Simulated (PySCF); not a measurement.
These are B3LYP-D3(BJ)/def2-TZVP // BP86-D3(BJ)/def2-SVP (PySCF) values and carry that method's errors. All species are isolated molecules in the gas phase. B3LYP has the VWN-RPA correlation part, as in Gaussian. 

Reference species (SMILES): `O` (neutral, multiplicity 1).

The HOMO comes out as -8.60 eV, the HOMO–LUMO gap comes out as 8.90 eV and the dipole moment is 2.12 D.

Changed species: `N` (free base NH3; the reference has free base H2O).

Question: What does the change do to the HOMO, HOMO–LUMO gap and dipole moment?

Answer: the HOMO rises by 1.08 eV, to -7.52 eV; the HOMO–LUMO gap falls by 0.85 eV, to 8.05 eV; the dipole moment decreases by 0.29 D, to 1.83 D.
